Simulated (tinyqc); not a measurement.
Worked calculation: UHF in the sto-6g basis, for H2O, spin multiplicity 3. This run ends on a higher stationary point, not on the lowest solution. Computed by tinyqc, a small Python program that keeps every step (integrals from PySCF). Settings: charge = 0, multiplicity = 3, basis = sto-6g, energy threshold = 1e-09, iteration cap = 70, orthogonalisation = canonical, start = highest core orbitals, DIIS depth = 8, method = UHF. Command: `OMP_NUM_THREADS=1 python tinyqc.py 31055 31056 out.jsonl` (the two numbers bound the seeds that draw the settings). One thread of a shared host (Intel(R) Xeon(R) Processor @ 2.60GHz), about 0.1 s of CPU time with the checks.

Geometry (angstrom):
```
atom       x        y       z
O     0.0000   0.0000  0.0000
H     0.0000   0.7450  0.7350
H     0.0000  -0.7450  0.7350
```

Stop when the energy changes by less than 1e-09 hartree and every element of the error matrix X^T (F D S - S D F) X (for each spin) is below 9e-06.

Course of the cycle:
```
iteration  E (hartree)     change  largest element of the error matrix
1           -28.989828          -                             2.01e-01
2           -74.693598  -4.57e+01                             3.57e-01
3           -74.858119  -1.65e-01                             3.34e-01
4           -75.018794  -1.61e-01                             2.66e-01
5           -75.150890  -1.32e-01                             3.86e-02
6           -75.154541  -3.65e-03                             2.86e-02
7           -75.155769  -1.23e-03                             1.48e-02
8           -75.156112  -3.44e-04                             3.18e-04
9           -75.156112  -2.41e-07                             8.09e-06
10          -75.156112  -1.88e-10                             2.30e-08
```

Can the last value be used, and what does the course show?

No, though the log alone does not show it. Converged in 10 iterations. But the solution lies 0.20919 hartree above the reference: it is another stationary point, not the lowest one. Reruns (cap 100 unless said): damping 0.5: converged in 43 to a higher stationary point; level shift 0.5: converged in 28 to a higher stationary point; atomic densities as start, DIIS 8: converged in 9. PySCF UHF in the same basis, after a stability check = -75.365299 hartree.
